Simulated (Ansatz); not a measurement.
Species: Si2H6, charge 1, doublet. Si2H6+ (parent SMILES [SiH3][SiH3], doublet).
B3LYP-D3(BJ)/def2-TZVP minimum from Ansatz (a quantum-chemistry and plane-wave program):
```
Si
H 1 1.4708
H 1 1.4708 2 118.16
H 1 1.4708 2 118.16 3 -153.34
Si 1 2.7729 2 97.86 3 103.33
H 5 1.4708 1 97.86 2 -178.94
H 5 1.4708 6 118.16 1 -103.33
H 5 1.4708 6 118.16 7 -153.34
```
Charge +1, spin multiplicity 2.

Total energies in aug-cc-pV(D+d)Z, 13 correlated electrons, 10 frozen orbitals. Open shells are spin-unrestricted; no spin-orbit coupling. Cores are frozen in correlated methods. No relativity.

| method | program | energy (Eh) | minus CCSDT(Q) (mEh) |
|---|---|---|---|
| HF | Ansatz | -581.03706 | 252.68 |
| MP2 | Ansatz | -581.23033 | 59.42 |
| CCSD | Ansatz | -581.28290 | 6.84 |
| CCSD(T) | Ansatz | -581.28822 | 1.53 |
| CCSDT(Q) | Ansatz | -581.28974 | 0.00 |
